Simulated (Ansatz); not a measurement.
Reaction: CH3NO (SMILES C(=O)N) → NH2 (SMILES [NH2], doublet) + CHO (SMILES [CH]=O, doublet) (the C-N bond breaks)
Each species at its own B3LYP-D3(BJ)/def2-TZVP minimum (Ansatz, an electronic-structure program), one conformer.

Quantity: bond dissociation energy (electronic), in kcal/mol. Open shells are spin-unrestricted; no spin-orbit coupling. CBS(X,Y): correlation extrapolated as X^-3, Hartree-Fock from the larger set (Q,5: extrapolated as (X+1)exp(-9√X)). A bracket is a step between two methods taken in the basis named. The functionals are non-relativistic, so their misses hold any scalar relativity. Double hybrids freeze cores in their MP2 part. '+ core + X2C': CCSD(T) terms for core correlation (cc-pwCVTZ) and scalar relativity (cc-pVTZ-DK).

CCSD(T)/CBS(cc-pVQZ,cc-pV5Z) + [CCSDT(Q) - CCSD(T)]/cc-pVDZ + core + X2C (Ansatz) gives 106.2 kcal/mol.

Q: How far off this value is PBE/def2-TZVPD (Ansatz), in which direction, and which of these levels come nearer: r2SCAN/def2-TZVPD, PBE0/def2-TZVPD, wB97M-V/def2-TZVPD, B2PLYP/def2-TZVPD, CCSD(T)/CBS(cc-pVQZ,cc-pV5Z) + core + X2C?

A: PBE gives 108.0 kcal/mol, 1.8 kcal/mol above it. Differences of the others: r2SCAN/def2-TZVPD (Ansatz) -2.6; PBE0/def2-TZVPD (Ansatz) 0.6; wB97M-V/def2-TZVPD (Ansatz) 1.0; B2PLYP/def2-TZVPD (Ansatz) -2.6; CCSD(T)/CBS(cc-pVQZ,cc-pV5Z) + core + X2C (Ansatz) 0.2 kcal/mol. Nearer than PBE: PBE0/def2-TZVPD, wB97M-V/def2-TZVPD, CCSD(T)/CBS(cc-pVQZ,cc-pV5Z) + core + X2C.
